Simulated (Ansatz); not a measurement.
# C₈H₁₈: one species, many methods

Aim: compute C₈H₁₈ with functionals from several rungs and with coupled cluster. The yardstick is the atomisation energy at the CCSD(T) limit.

Method: functionals in def2-TZVPP, the program's frozen cores in correlated methods; program: Ansatz 0.2.0, Gaussian basis.

Levels to be run: PBE-D4, r2SCAN-D4, PBE0-D4, B3LYP-D4, ωB97X-V, ωB97M-V, B2PLYP; CCSD(T)/def2-TZVPP; MP2/def2-QZVPP; extrapolation to the limit.

## (1) Structure used throughout

All runs share one geometry, relaxed beforehand with PBE0-D4 in a triple-zeta def2 set.

SMILES `CCCC(CC)CC`, 26 atoms, charge 0, spin multiplicity 1.

Atoms are counted from 1 here; the program's logs count them from 0.

Bond lengths: C1–C2 1.519 Å, C1–H9 1.093 Å, C1–H10 1.094 Å, C1–H11 1.094 Å, C2–C3 1.521 Å, C2–H12 1.097 Å, C2–H13 1.094 Å, C3–C4 1.528 Å, C3–H14 1.097 Å, C3–H15 1.097 Å, C4–C5 1.529 Å, C4–C7 1.532 Å, C4–H16 1.100 Å, C5–C6 1.520 Å, C5–H17 1.096 Å, C5–H18 1.094 Å, C6–H19 1.092 Å, C6–H20 1.094 Å and more. Angles: C2–C1–H9 111.7°, C2–C1–H10 111.1°, C2–C1–H11 111.1°, H9–C1–H10 107.7°, H9–C1–H11 107.7°, H10–C1–H11 107.4°, C1–C2–C3 112.5°, C1–C2–H12 109.6°, C1–C2–H13 109.1°, C3–C2–H12 109.1°, C3–C2–H13 110.2°, H12–C2–H13 106.1°, C2–C3–C4 115.0°, C2–C3–H14 108.9°, C2–C3–H15 108.3°, C4–C3–H14 109.7°, C4–C3–H15 108.6°, H14–C3–H15 105.9° and more.

## (2) PBE-D4 (GGA)

The input, in.yaml:

```yaml
crystal:
  periodic: [false, false, false]
  atoms:
    - {symbol: C, position_ang: [-1.251680, -3.213605, -0.515419]}
    - {symbol: C, position_ang: [-1.283707, -1.697645, -0.608226]}
    - {symbol: C, position_ang: [-0.241767, -1.037190, 0.281718]}
    - {symbol: C, position_ang: [-0.285522, 0.490254, 0.303065]}
    - {symbol: C, position_ang: [0.117150, 1.084170, -1.046621]}
    - {symbol: C, position_ang: [0.042147, 2.600278, -1.115596]}
    - {symbol: C, position_ang: [0.530506, 1.053187, 1.470689]}
    - {symbol: C, position_ang: [2.031884, 0.826371, 1.383512]}
    - {symbol: H, position_ang: [-2.006971, -3.672993, -1.157346]}
    - {symbol: H, position_ang: [-1.436328, -3.549642, 0.509049]}
    - {symbol: H, position_ang: [-0.276187, -3.605476, -0.817791]}
    - {symbol: H, position_ang: [-2.278714, -1.332447, -0.326844]}
    - {symbol: H, position_ang: [-1.133848, -1.398522, -1.650295]}
    - {symbol: H, position_ang: [0.755513, -1.373589, -0.027783]}
    - {symbol: H, position_ang: [-0.378992, -1.405795, 1.306277]}
    - {symbol: H, position_ang: [-1.330278, 0.781276, 0.486422]}
    - {symbol: H, position_ang: [1.131293, 0.752607, -1.298849]}
    - {symbol: H, position_ang: [-0.532047, 0.665494, -1.821023]}
    - {symbol: H, position_ang: [0.241859, 2.957460, -2.128509]}
    - {symbol: H, position_ang: [-0.951059, 2.958447, -0.828513]}
    - {symbol: H, position_ang: [0.767743, 3.077393, -0.452802]}
    - {symbol: H, position_ang: [0.335242, 2.126186, 1.562090]}
    - {symbol: H, position_ang: [0.152481, 0.603506, 2.395586]}
    - {symbol: H, position_ang: [2.279978, -0.236255, 1.329112]}
    - {symbol: H, position_ang: [2.535924, 1.234582, 2.262511]}
    - {symbol: H, position_ang: [2.465381, 1.311928, 0.505567]}
basis:
  gaussian: {orbitals: def2-TZVPP}
hamiltonian: {xc: pbe, dispersion: d4}
output: {forces: true, orbitals: {seedname: orbitals}}
```

The runs that follow: r2SCAN-D4 (meta-GGA); PBE0-D4 (hybrid); B3LYP-D4 (hybrid); ωB97X-V (range-separated); ωB97M-V (range-separated); B2PLYP (double hybrid); CCSD(T) in def2-TZVPP; MP2 in def2-QZVPP.

Before running them: what should the planned runs give, taken together? Wanted: atomisation energy, CCSD(T)/CBS; farthest; mean size of error, hybrid; mean size of error, range-separated; gap, smallest and largest; T1 diagnostic; triples share of the correlation energy.

**Answer**, as computed:

| quantity | value |
| --- | --- |
| atomisation energy, CCSD(T)/CBS | 2478.2 kcal/mol |
| functionals within 12.4 kcal/mol (0.5 %) | r2SCAN-D4, B3LYP-D4, ωB97X-V, ωB97M-V |
| farthest | PBE-D4 (+39.6 kcal/mol) |
| mean size of error, hybrid | 9.6 kcal/mol |
| mean size of error, range-separated | 4.6 kcal/mol |
| gap, smallest and largest | 7.44 eV (PBE-D4), 13.79 eV (ωB97X-V) |
| T1 diagnostic | 0.0086 |
| triples share of the correlation energy | 3.8 % |

PBE-D4 misses by +39.6 kcal/mol. Double hybrids carry the basis error of their MP2 part in triple zeta, and no dispersion term here, so their miss is partly the set-up's. The reference freezes the cores and leaves out relativity and excitations past (T), so misses under about 12.4 kcal/mol can't be ranked. Hartree-Fock recovers 76 % of the binding; the rest is correlation. The gap grows from 7.4 to 13.8 eV across the functionals, mostly with the share of exact exchange.
